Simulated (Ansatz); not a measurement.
Two shapes of doublet NO₂.

Shape 1:

```xyz
3

N    -0.0496   -0.0014   -0.3088
O     0.0135    1.0454    0.1458
O    -0.0122   -1.0447    0.1424
```

Shape 2:

```xyz
3

N    -0.0044    0.0002   -0.3238
O    -0.0062    1.0874    0.1433
O     0.0036   -1.0974    0.1459
```

Basis set: STO-3G (spherical functions). Correlated methods keep 3 orbitals frozen. Charge 0, multiplicity 2.

Computed with Ansatz (development build ahead of 0.2.0); each method stands on the lowest determinant of its kind that the runs found.

Task: Which shape is lower in energy, and by how much in each method?

Result:

| method | E(2) − E(1) (eV) |
| --- | --- |
| UHF | -1.239 |
| UHF-MP2 | -1.079 |

Shape 2 is lower. Caution: the unrestricted determinant is spin contaminated.
